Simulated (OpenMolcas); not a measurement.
How methods differ on AlH (SMILES [AlH])

AlH has 2 atoms, charge 0, and is taken as a singlet. As SMILES, `[AlH]`. Geometry: relaxed at PBE0-D4/def2-TZVP.

```csv
atom,x (Å),y (Å),z (Å)
Al,0.0000,0.0000,-0.0256
H,0.0000,0.0000,1.6391
```

Each level gives the energy change with the Al1–H2 bond stretched from 1.665 to 2.913 Å (eV). The values are calculated.

| level | kind | program | value (eV) | less FCI/3-21G |
| --- | --- | --- | --- | --- |
| PBE/3-21G (restricted) | GGA | OpenMolcas | 1.84 | +0.21 |
| r2SCAN/3-21G (restricted) | meta-GGA | OpenMolcas | 1.98 | +0.35 |
| PBE0/3-21G (restricted) | global hybrid | OpenMolcas | 2.05 | +0.42 |
| B2PLYP/3-21G (restricted) | double hybrid | OpenMolcas | 2.03 | +0.40 |
| CASPT2(2,2)/3-21G | multireference | OpenMolcas | 1.61 | -0.02 |
| CASSCF(2,2)/3-21G | multireference | OpenMolcas | 1.53 | -0.10 |
| SC-NEVPT2(2,2)/3-21G | multireference | OpenMolcas | 1.57 | -0.06 |
| CISD/3-21G (restricted) | coupled cluster or CI | OpenMolcas | 1.72 | +0.09 |
| FCI/3-21G | exact in the basis | OpenMolcas | 1.63 | 0.00 |

FCI/3-21G is exact within its basis and frozen core, so for wave-function methods in that basis the difference is their error; functionals converge differently with the basis, so for them it is only a difference. The first shape isn't each level's own minimum. The values span 1.53 to 2.05 eV. All rows use very small basis sets, so even the best lies far from the true value.
